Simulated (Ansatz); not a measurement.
A made-up structure of CH₃Si, doublet:

C1  (-0.294, -0.593, -0.031)
Si2  (0.683, 0.698, -0.562)
H3  (1.065, -0.381, 0.278)
H4  (-0.451, -1.500, -0.601)
H5  (0.866, 1.931, 0.266)
(Å)

It is relaxed with PBE-D4/def2-SVP and then PBE0-D4/def2-TZVP (Ansatz 0.2.0). Atoms count as bonded within 1.22 times the sum of their covalent radii (H–H: 0.88 Å). The end point is not checked to be a true minimum.

(1) Does its bonding change? (A judgement: the text doesn't fix the answer.)

Results:

(1) The calculation gives: Yes. Formed: C1–H3; broken: Si2–H3.

Where it ends: The first stage lowers the energy by 2.20 eV in 14 steps. It ends as CH₃Si ([CH2][SiH]):
```
5
angstrom
C 0.2008 -0.6082 -0.1497
Si 0.2614 1.0132 -0.6716
H 0.7227 -0.9131 0.7541
H -0.3404 -1.3868 -0.6725
H 1.0253 2.0505 0.0898
```

Labels in which every atom is bracketed show which atoms are joined, not bond orders.

For scale, one of the runs: PBE0-D4/def2-TZVP relaxation, 86 basis functions, launched by `ansatz run in.yaml --threads 2 --pin off --events-out ev --progress --plain --max-ram 4352MiB`. The run took about 9 s on 2 CPU threads of an Arm Neoverse V2 (shared host).
